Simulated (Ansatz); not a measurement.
C3H5NO can be A, `CC(=N)C=O`, or B, `N#CCCO`.

Isolated molecules relaxed with PBE0-D4/def2-TZVP in Ansatz; ΔE leaves out vibrations. CCSD(T)/CBS is the MP2 limit (def2-TZVPP, def2-QZVPP) plus CCSD(T) − MP2 in def2-TZVPP, frozen cores. DFT in def2-TZVPP. B3LYP here is the variant with VWN-RPA as its local correlation; programs differ in this. One conformer a species, not always the lowest.

**Question.** Which is lower in electronic energy at CCSD(T)/CBS, and by how much? (Best estimate.)

**Answer.** Ansatz gave: B, by 7.0 kcal/mol.

**Question.** Give E(B) − E(A) in kcal/mol with BLYP-D4, HF/def2-TZVPP, B3LYP, ωB97M-V, CCSD(T)/def2-TZVPP, PBE0-D4, LDA (SPW92). (Best estimate.)

**Answer.** Ansatz gave: BLYP-D4 -1.7, HF/def2-TZVPP -9.2, B3LYP -4.2, ωB97M-V -5.5, CCSD(T)/def2-TZVPP -7.0, PBE0-D4 -3.7, LDA (SPW92) -0.9. None reverses the order clearly.

**Question.** Does the order hold for the free energy at 298.15 K (harmonic terms from PBE0-D4)? (Best estimate.)

**Answer.** The calculation gave: Yes: G(B) − G(A) = -6.2 kcal/mol, for one conformer each.

Largest T1 diagnostic: 0.014.

From BLYP to BHLYP (50 % exact exchange), in def2-TZVPP and without D4, E(B) − E(A) moves by −3.5 kcal/mol. At CCSD(T), def2-SVP lies +3.8 kcal/mol from the extrapolated value and def2-TZVPP −0.0 kcal/mol.
